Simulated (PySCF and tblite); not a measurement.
Values are calculated unless marked as measured or tabulated.
System: C5H9N, numbered as in [CH2:1]=[C:2]1[CH2:3][CH2:4][NH:5][CH2:6]1.

Level: PBE/pcSseg-1 + D3(BJ) on B3LYP-D3(BJ)/def2-SVP stationary points, with GFN2-xTB thermal terms. Rates follow Eyring's equation with the number of equivalent paths and no tunnelling. Run with tblite and PySCF.

Question: How high is the barrier to the pyramidal inversion at N5, through which structure does it pass, and what rate follows at 298 K?

Answer: The electronic barrier is 4.8 kcal/mol and ΔG‡(298 K) 3.0 kcal/mol, over a C1 saddle with an imaginary mode of 602i cm⁻¹ (GFN2-xTB). With 1 equivalent path, k is 4.2×10¹⁰ s⁻¹, a mean lifetime of the start of 24 ps against this motion. The end lies 0.1 kcal/mol below the start in free energy.
